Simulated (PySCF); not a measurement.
## Atomic charges by several schemes

Species: C4H13P.
Structure used (GFN2-xTB), in Å, numbered top down from 1:
```xyz
18
C4H13P angstrom
C     -0.1087   -0.3291    1.5868
P      0.0193    0.0606   -0.2923
C     -1.2618   -1.1753   -0.7547
C      1.7984   -0.3958   -0.3844
C     -0.4554    1.8243   -0.0777
H     -1.1179   -0.1412    1.9568
H      0.1332   -1.3743    1.7860
H      0.5807    0.2908    2.1622
H      0.1207    0.3669   -1.7706
H     -0.7955   -1.8674   -1.4558
H     -2.0439   -0.6357   -1.2888
H     -1.6862   -1.7195    0.0856
H      2.2282   -0.7246    0.5586
H      1.8848   -1.1825   -1.1338
H      2.3303    0.4796   -0.7571
H     -0.6545    2.1150    0.9509
H      0.3578    2.4226   -0.4885
H     -1.3380    1.9918   -0.6949
```

Density: PBE0/pcSseg-1 (PySCF); schemes: Mulliken, IAO, Hirshfeld and ESP-fitted. Isolated species at its GFN2-xTB geometry, gas phase.

Task: Atoms with like bonding are taken together and averaged. Which atoms carry the lowest charge in the Mulliken, IAO, Hirshfeld and ESP-fitted schemes?

Result: All schemes agree: Mulliken C1 (-0.549); IAO C1 (-0.717); Hirshfeld C1 (-0.212); ESP-fitted C1 (-0.864).

Task: At which atom do the 4 schemes differ most?

Result: At P2: from +0.293 (Mulliken) to +1.421 e (ESP-fitted), 1.128 e apart.

Task: Give the atomic charges in each scheme.

Result: In e; atoms taken as equivalent share a row and are averaged (×n: the atom named and its like, n in all):

```csv
atom,environment,Mulliken,IAO,Hirshfeld,ESP-fitted
C1,sp3 carbon bound to phosphorus,-0.549,-0.717,-0.212,-0.864
P2,phosphorus bonded to 4 C and H,+0.293,+1.157,+0.351,+1.421
C3/C4/C5,sp3 carbon bound to phosphorus,-0.413,-0.642,-0.162,-0.733
H6/H7/H8,methyl hydrogen,+0.122,+0.127,+0.022,+0.160
H9,P–H hydrogen,-0.144,-0.291,-0.126,-0.379
H10 (×9),methyl hydrogen,+0.142,+0.155,+0.045,+0.171
```

Mean size of the charges over all atoms: ESP-fitted 0.383 e, IAO 0.326 e, Mulliken 0.215 e, Hirshfeld 0.092 e. Each set sums to the total charge, 0, to within 0.001 e. The Mulliken scheme counts on each atom the diagonal of the density matrix times the overlap matrix over that atom's basis functions. The Hirshfeld scheme divides the density at each point in proportion to the densities of the neutral, spherically averaged free atoms.

Task: How closely do the schemes follow one another over all atoms?

Result: Correlation coefficient and root-mean-square difference: IAO with ESP-fitted 1.00, 0.085 e; Hirshfeld with ESP-fitted 0.99, 0.395 e; IAO with Hirshfeld 0.99, 0.313 e; Mulliken with IAO 0.91, 0.230 e; Mulliken with ESP-fitted 0.90, 0.311 e; Mulliken with Hirshfeld 0.89, 0.153 e.

Task: How many electrons does the ESP-fitted scheme count on C4?

Result: Its own charge is -0.743 e, so Z − q = 6.743.

The run behind these numbers computed NMR shieldings as well. Cost: about 70 s of CPU time on one thread (with the writing of density and orbital grids); the machine was shared, so the figure is rough.
